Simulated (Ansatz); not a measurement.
Mulliken charges of C₂H₃ClO, SMILES `CC(=O)Cl` from r2SCAN/def2-TZVPP in Ansatz (PBE0-D4/def2-TZVP geometry).

| atom | x (Å) | y (Å) | z (Å) | charge (e) |
| --- | --- | --- | --- | --- |
| C1 | 0.145 | 0.667 | 0.109 | -0.109 |
| C2 | 0.017 | -0.816 | 0.022 | 0.241 |
| O3 | 0.682 | -1.631 | 0.555 | -0.225 |
| Cl4 | -1.337 | -1.307 | -1.047 | -0.146 |
| H5 | 0.973 | 0.921 | 0.768 | 0.080 |
| H6 | -0.789 | 1.090 | 0.484 | 0.080 |
| H7 | 0.309 | 1.076 | -0.890 | 0.080 |

Problem. By hand: the dipole of these point charges (1 e Å = 4.8032 D).

Solution. Σ q r = (0.069, 0.535, 0.050) e Å, of length 0.542 e Å = 2.60 D.

Problem. How does the dipole of the full density compare? (An estimate is asked.)

Solution. The calculation gave: (0.013, 0.583, 0.005) e Å, 2.80 D; the point charges give 0.93 times that, at 8° from its direction.

Point charges leave out the atoms' own dipoles, such as those of lone pairs, and Mulliken's split depends on the basis, so the close match here is no proof of good charges.
